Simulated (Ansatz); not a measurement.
**O2 (triplet): wave-function methods side by side, cc-pVDZ**

Aim: climb from Hartree-Fock through coupled cluster and multireference methods for O2 (triplet) at one geometry and basis, and see what each rung misses.

Program: Ansatz 0.2.0, Gaussian basis. Level of theory: cc-pVDZ, core rule «outside noble gas», up to 2 orbitals frozen. These are calculated values, not measurements.

Plan: UHF; CCSD(T) on ROHF; CCSD(T) on UHF; BCCD(T) on ROHF; CISD; CCSDT(Q) on ROHF; CCSDT(Q) on UHF; CISDTQ; CCSDTQ on ROHF; CCSDTQ on UHF; CASSCF and MRCISD+Q, 12 electrons in 8 orbitals; CASSCF and NEVPT2, 12 electrons in 8 orbitals.

9 further runs of the same task are left out: 9 set aside as unsound or not needed.

## 1. The system

The geometry is an MP2(full)/6-31G* stationary point (not a proven minimum).

2 atoms, charge 0, spin multiplicity 3.

Atoms are counted from 1 here; the program's logs count them from 0.

Bond lengths: O1–O2 1.246 Å.

## 2. UHF

Input file in.yaml:

```yaml
crystal:
  periodic: [false, false, false]
  atoms:
    - {symbol: O, position_ang: [0.000000, 0.000000, 0.000000]}
    - {symbol: O, position_ang: [0.000000, 0.000000, 1.245956]}
basis:
  gaussian: {orbitals: cc-pVDZ}
magnetization: {spin_polarized: true, initial_magnetization: 2}
hamiltonian: {xc: hf}
output: {orbitals: {seedname: orbitals}}
```

The run is started by

```bash
> ansatz run in.yaml --threads 1 --pin off --events-out ev --progress --plain --max-ram 4160MiB --backend cpu
```

After this run come: CCSD(T) on ROHF; CCSD(T) on UHF; BCCD(T) on ROHF; CISD; CCSDT(Q) on ROHF; CCSDT(Q) on UHF; CISDTQ; CCSDTQ on ROHF; CCSDTQ on UHF; CASSCF and MRCISD+Q, 12 electrons in 8 orbitals; CASSCF and NEVPT2, 12 electrons in 8 orbitals.

Q: Predict the results of all the runs planned. Wanted: UCCSDTQ below the RHF energy; RMP2 from UCCSDTQ; UMP2 from UCCSDTQ; RCCSD from UCCSDTQ; RCCSD(T) from UCCSDTQ; UCCSD(T) from UCCSDTQ; RCCSDT(Q) from UCCSDTQ; UCCSDT(Q) from UCCSDTQ; NEVPT2 valence from UCCSDTQ.

**Answer**, as computed:

| quantity | value |
| --- | --- |
| UCCSDTQ below the RHF energy | -10.4898 eV |
| RMP2 from UCCSDTQ | -58.6 meV |
| UMP2 from UCCSDTQ | +379.5 meV |
| RCCSD from UCCSDTQ | +388.9 meV |
| RCCSD(T) from UCCSDTQ | +63.8 meV |
| UCCSD(T) from UCCSDTQ | +60.5 meV |
| RCCSDT(Q) from UCCSDTQ | -7.0 meV |
| UCCSDT(Q) from UCCSDTQ | -6.0 meV |
| NEVPT2 valence from UCCSDTQ | +1155.0 meV |
| MRCISD+Q valence from UCCSDTQ | +52.6 meV |
| levels within 1 kcal/mol (43 meV) | RCCSDT(Q), UCCSDT(Q), RCCSDTQ |
| T1 diagnostic | 0.015 |
| effectively unpaired electrons | 2.03 |

RCCSD(T) lands +63.8 meV from the yardstick (0.6 % of the correlation energy). One determinant dominates. Of the multireference levels listed MRCISD+Q valence comes nearest in total energy (+52.6 meV), which doesn't show that its space is the better one. Coupled cluster took another determinant than the lowest Hartree-Fock one. These misses are within one basis, not against nature; the frozen cores of restricted and unrestricted runs differ, which can shift their rows.
